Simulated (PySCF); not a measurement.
These compounds are isomers of formula C$_{4}$H$_{4}$FN.

A. SMILES C/C(C#N)=C/F
B. SMILES C/C(F)=C/C#N
C. SMILES C=C[C@H](F)C#N
D. `C/C=C(/F)C#N`

Spectrum 1. 13C{1H} NMR (computed): δ 141.6 (C, d, J = 317.9 Hz), 130.9 (CH, d, J = 21.3 Hz), 116.3 (C, d, J = 46.3 Hz), 14.5 (CH3).

Spectrum 2. 13C{1H} NMR (computed): δ 167.9 (CH, d, J = 364.4 Hz), 119.0 (C), 99.3 (C, d, J = 4.5 Hz), 15.4 (CH3).

Spectrum 3. 13C{1H} NMR (computed): δ 140.3 (CH, d, J = 22.3 Hz), 132.9 (CH2, d, J = 8.9 Hz), 120.5 (C, d, J = 33.8 Hz), 81.1 (CH, d, J = 242.8 Hz).

Spectrum 4. 13C{1H} NMR (computed): δ 183.6 (C, d, J = 357.2 Hz), 117.3 (C), 84.0 (CH, d, J = 13.8 Hz), 20.7 (CH3, d, J = 23.4 Hz).

Theory: structure optimised with PBE0-D3(BJ)/def2-SVP, spin–spin couplings from B3LYP/pcJ-1 (spin–dipole term left out of most H,H and C,H couplings), σ from GIAO-PBE0/pcSseg-1, in PySCF (non-relativistic Hamiltonian, one conformer, fast rotation and ring inversion assumed for equivalent nuclei, gas phase).

Chemical shifts δ = σref − σ; 13C vs TMS, all at this level. One-bond C–F couplings are unscaled and too large by tens of Hz. Shifts are as computed. Against solution values, carbons near 30 ppm lie about +2 ppm off and those near 130 ppm about +5 ppm. Of 1211 compounds with measured shifts, 218 miss one by over three times the rms of a fit or turn the order of signals round; such compounds aren't used in these exercises.

Match each spectrum to its structure.

Answers

1–D, 2–A, 3–C, 4–B.

- Spectrum 1 (D): 4 13C signals; δC 141.6 is a fully substituted alkene carbon; δC 130.9 is an alkene CH.
- Spectrum 2 (A): 4 13C signals; δC 119.0 is a nitrile carbon; δC 15.4 is an allylic methyl carbon.
- Spectrum 3 (C): 4 13C signals; δC 140.3 is an alkene CH; δC 132.9 is a terminal =CH2 carbon.
- Spectrum 4 (B): 4 13C signals; δC 117.3 is a nitrile carbon; δC 20.7 is an allylic methyl carbon.
